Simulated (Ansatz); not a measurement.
Tetradymite Bi₂Se₃ was calculated with PBEsol (PAW; Ansatz, a program for electronic structure).

Total energies, extrapolated to zero smearing (they compare only within this program, potentials and cutoff):

```tsv
system	energy (eV/atom)
tetradymite Bi₂Se₃, relaxed	-8151.7039
rhombohedral A7 Bi	-12242.0009
trigonal Se	-5424.2077
```

Question: Work out the formation enthalpy per atom.

Answer: ΔH_f ≈ ΔE = -8151.7039 − [2 × (-12242.0009) + 3 × (-5424.2077)]/5 = -0.379 eV/atom (0 K, no vibrations). The reference value is -0.291 ± 0.007 eV/atom (measured, 298 K, copied from a table, unchecked, not corrected to a static lattice; as tabulated in Wang et al. (2021), doi:10.1038/s41598-021-94550-5), a difference of -0.088 eV/atom.

Spin–orbit coupling is left out; its size isn't shown.

The PAW data were made under PBE.

Note: the cell comes from a level without a dispersion term, which matters for the spacing of layers, chains or molecules.
